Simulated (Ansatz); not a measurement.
This Ansatz (a program for electronic structure) input (r2SCAN/def2-QZVP) gives -188.80226 Eh with 201 basis functions. A basis named .json is the Basis Set Exchange file of that set (core-valence sets with the plain set on hydrogen).

Ansatz 0.2 input:
```yaml
crystal:
  periodic: [false, false, false]
  atoms:
    - {symbol: C, position_ang: [-0.00765201, 0.00466428, -0.11016720]}
    - {symbol: O, position_ang: [0.06716463, -0.04072056, 1.10546523]}
    - {symbol: O, position_ang: [0.01590056, -0.01200809, -1.23171942]}
    - {symbol: H, position_ang: [-0.61860949, 0.39384354, 1.67103665]}
basis:
  gaussian:
    orbitals: def2-QZVP.json
hamiltonian:
  xc: {name: r2SCAN}
total_charge: 1
magnetization: {spin_polarized: false}
```

Change:
```diff
- orbitals: def2-QZVP.json
+ orbitals: def2-TZVPD
```

### Question
What does the run give now?

### Answer
-188.79168 Eh (r2SCAN/def2-TZVPD, 126 functions), a change of +10.58 mEh.
